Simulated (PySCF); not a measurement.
Species: C3H3O2 (doublet state).
Z-matrix (Å and degrees, GFN2-xTB geometry), rows numbered from 1:
```
O 
C   1  1.1875
C   2  1.5248  1  138.29
C   3  1.4925  2   81.97  1   177.42
O   2  1.3793  1  129.20  3   179.48
H   3  1.0901  2  114.85  1   -66.67
H   3  1.0889  2  115.20  1    61.32
H   4  1.0689  3  136.52  2   149.61
```

As a line formula: `O=C1C[CH]O1` [radical].

The calculation used UKS B3LYP, pcH-1 on C H O, non-relativistic, mean-field spin-orbit, GIAO in PySCF 2.14.0. Isolated species at its GFN2-xTB geometry, gas phase. The geometry wasn't refined by DFT: couplings that depend on bond lengths, twists or pyramidal angles can differ widely from those at the functional's own minimum. No stability test was run, so a lower SCF solution isn't excluded.

The Mulliken spin populations are largest on C4 (+0.93), O5 (+0.07) and C3 (-0.06). C4 is the only atom above +0.15. The angles at C4 add up to 352.4°, so it is slightly pyramidal.

(1) How do the β-proton couplings of this frozen conformer go with θ, the angle between the C–H bond and the normal to the plane of the spin centre's three neighbours, both seen down the bond from centre to carbon?

Answers

(1) 
```tsv
β H	on	centre	θ (°)	cos²θ	a (G)
H6	C3	C4	30	0.74	+19.58
H7	C3	C4	18	0.91	+18.74
```

Couplings in gauss use g_iso = 2.0031.
